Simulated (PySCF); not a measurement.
Gas-phase reaction: i-Si₄H₁₀ + 4 CHCl = 2 H₂CSiH₂ + 2 SiCl₂ + C₂H₆

Computed with PySCF and rigid-rotor harmonic-oscillator thermochemistry at 1 bar. † marks an energy on the PBE0/def2-TZVP geometry and frequencies; other levels use their own. MP2 and CCSD(T) freeze the core. 6-31G* has spherical d functions here. All species are closed-shell singlets. H₂CSiH₂: computed as isolated molecules; such fragments, hydroxides, amides, oligomers or adducts are transient or little studied in the gas. MP2 isn't extrapolated to the basis-set limit; its ΔH°(298 K) is -1555.8 kJ in def2-SVP and -1541.9 kJ in def2-TZVPP. CCSD(T) isn't extrapolated to the basis-set limit. The harmonic model lacks anharmonicity and excited electronic states, which grow with temperature; levels with a mode under 35 cm⁻¹ are left out. Internal rotation in i-Si₄H₁₀, C₂H₆ is treated as a harmonic vibration of one conformer, which makes the entropy rough. Warning, large T1 diagnostic: CHCl (CCSD(T)/def2-SVP†).

| level | ΔE electronic, kJ | ΔH°(298 K), kJ | ΔS°(298 K), J/K | ΔG°(1800 K), kJ |
|---|---|---|---|---|
| CCSD(T)/def2-SVP† | -1526 | -1452 | -66 | -1277 |
| HF/6-31G* | -1402 | -1325 | -68 | -1145 |
| HF/def2-TZVP† | -1391 | -1317 | -66 | -1142 |
| M06-2X/def2-TZVP† | -1569 | -1496 | -66 | -1321 |
| MP2/def2-SVP† | -1630 | -1556 | -66 | -1381 |
| MP2/def2-TZVPP† | -1616 | -1542 | -66 | -1367 |
| PBE0/def2-TZVP | -1538 | -1464 | -66 | -1289 |
| r2SCAN/def2-TZVP† | -1539 | -1465 | -66 | -1290 |
ΔH° is lowest at MP2/def2-SVP† and highest at HF/def2-TZVP†. No reference value is set beside these.
